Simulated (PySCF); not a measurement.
**[C2H8Al]-: core ionisation energies**

C2H8Al (charge -1).
Numbering: `[CH3:1][CH2:2][AlH3-:3]`

Structure used (PBE0-D3(BJ)/def2-SVP), in Å, numbered top down from 1:
```
atom  x, y, z in Å
C1    -1.4586    0.2328   -0.3403
C2    -0.3953   -0.4410    0.5228
Al3    1.5222   -0.0593   -0.0502
H4    -2.5059    0.0192   -0.0372
H5    -1.3445    1.3318   -0.3309
H6    -1.3675   -0.0725   -1.3985
H7    -0.5213   -0.1251    1.5779
H8    -0.5618   -1.5366    0.5273
H9     1.7299   -0.5756   -1.6089
H10    2.5771   -0.8505    0.9462
H11    1.7943    1.5706    0.0300
```

Level of theory: PySCF, delta-SCF UKS SCAN, pcX-2 on the ionised atom, pcseg-1 elsewhere, spin-free X2C. Vertical ΔSCF values, vacuum level as zero.

Q: What binding energy does each computed site have?

A: 
| atom(s) | environment | level | binding energy (eV) | above the level's lowest (eV) | count |
| --- | --- | --- | --- | --- | --- |
| C1 | methyl carbon | C 1s | 286.26 | +1.67 | 1 |
| C2 | chain CH2 carbon | C 1s | 284.59 | 0.00 | 1 |
| Al3 | aluminium bonded to C and 3 H | Al 1s | 1559.61 | 0.00 | 1 |

Lowest listed C 1s: C2, bonded to C, 2 H and Al. Highest, 1.67 eV above it: C1, bonded to C and 3 H. Summing the Pauling electronegativity differences to the bonded atoms, each weighted by its formal bond order, gives -1.64 for the lowest site and -1.05 for the highest.

Q: Which effective nuclear charge Zeff reproduces each element's mean 1s value in the hydrogen-like formula E = 13.606 eV × Zeff²?

A: C (Z = 6): mean 285.4 eV, Zeff = 4.58, Z − Zeff = 1.42; Al (Z = 13): mean 1559.6 eV, Zeff = 10.71, Z − Zeff = 2.29. Means run over the listed sites, weighted by atom count.

The species carries charge -1, so core ionisation leaves a neutral species. The basis sets have no added diffuse functions. Geometry: PBE0-D3(BJ)/def2-SVP; no solvent, vibrations or thermal averaging. The geometry's basis has no diffuse functions, a weakness for an anion.

Time: 16 s wall. Hardware: one thread, Arm Neoverse V1, no GPU, on a shared host.
